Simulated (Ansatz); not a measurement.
bcc Rb, treated with PBE0 (Ansatz, an electronic-structure program, plane waves, PAW).

Numerical settings: plane-wave cutoff 460 eV, 8×8×8 k mesh, Fermi–Dirac smearing 0.05 eV, scalar-relativistic PAW data made under PBE.

The volume scan:

| V (Å³/atom) | E − E_lowest (meV/atom) | P (GPa) |
|---|---|---|
| 89.574 | 2.15 | 0.153 |
| 91.930 | 0.51 | 0.072 |
| 94.073 | 0.00 | 0.006 |
| 96.644 | 0.48 | -0.064 |
| 99.002 | 1.84 | -0.120 |

Estimate the bulk modulus from the pressures at 91.930 and 96.644 Å³/atom, and compare it with a fit to all energies.

B = −V dP/dV. Between V = 91.930 and 96.644 Å³/atom, dP/dV = (-0.064 − (0.072))/(96.644 − 91.930) = -0.0289 GPa per Å³/atom; at the midpoint 94.287 Å³/atom this gives B ≈ 2.72 GPa. The third-order Birch–Murnaghan fit gives V0 = 94.283 Å³/atom, B0 = 2.70 GPa, B′ = 3.8, which lies within 1 % of that estimate.

Measured, for comparison: bulk modulus 2.92 GPa (corrected for temperature and zero-point phonon effects, our sources range from 2.92 to 3.60; as tabulated in Levämäki et al. (2014), arXiv:1402.3671); equilibrium volume per atom 86.68 Å³/atom (low-temperature or extrapolated to 0 K; zero-point anharmonic expansion removed; as tabulated in Csonka et al. (2009), arXiv:0903.4037). Computed (rounded) less measured: bulk modulus not scored (sources differ), equilibrium volume per atom +8.8 %.
